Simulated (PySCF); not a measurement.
## One molecule, many functionals

Species: FH₅Si₂.
InChI=1S/FH5Si2/c1-3-2/h3H2,2H3

Linear-response calculations in the def2-SVPD basis (PySCF; singlets by full response, triplets Tamm–Dancoff, core orbitals frozen in the response; HF means time-dependent Hartree–Fock). 'Strongest' is the level of largest summed f among the singlets computed (10 roots, of which the last may lack a degenerate partner); it can jump between rows when another state enters that window. S1 is the lowest singlet of each run and needn't be the same state throughout; f(S1) is that of one state. Geometry: PBE0-D3(BJ)/def2-SVP; no solvent, vibrations or thermal averaging.

```tsv
functional	kind	S1 (eV)	f(S1)	strongest (eV)	T1 (eV)	HOMO (eV)	gap (eV)	ionisation energy, ΔSCF (eV)
LDA	LDA	5.93	0.011	7.45	5.36	-7.33	5.61	10.46
PBE	GGA	6.04	0.012	7.27	5.34	-7.27	5.75	10.36
B3LYP	global hybrid, 20% exact exchange	6.38	0.015	7.76	5.68	-8.27	7.42	10.63
PBE0	global hybrid, 25% exact exchange	6.43	0.016	7.91	5.61	-8.47	7.80	10.62
BHandHLYP	global hybrid, 50% exact exchange	6.77	0.021	8.37	5.95	-9.58	9.81	10.75
CAM-B3LYP	range-separated hybrid	6.54	0.016	8.15	5.79	-9.77	10.14	10.74
HF	Hartree–Fock	7.31	0.032	9.12	6.12	-11.29	13.64	not settled
```

S1 runs from 5.93 eV (LDA) to 7.31 eV (HF), a spread of 1.39 eV, while the orbital gap spreads over 8.0 eV. Along PBE (0%), B3LYP (20%), PBE0 (25%), BHandHLYP (50%), HF (100%) S1 rises with the share of exact exchange. −ε(HOMO) comes closest to its own ΔSCF ionisation energy with CAM-B3LYP (-0.96 eV) and misses most with LDA (-3.12 eV). 'Not settled' means that the ion's SCF failed to converge or may have ended in another state than the lowest.

Without π bonds the low states are Rydberg-like; a valence basis with one diffuse set may place them up to an eV too high.
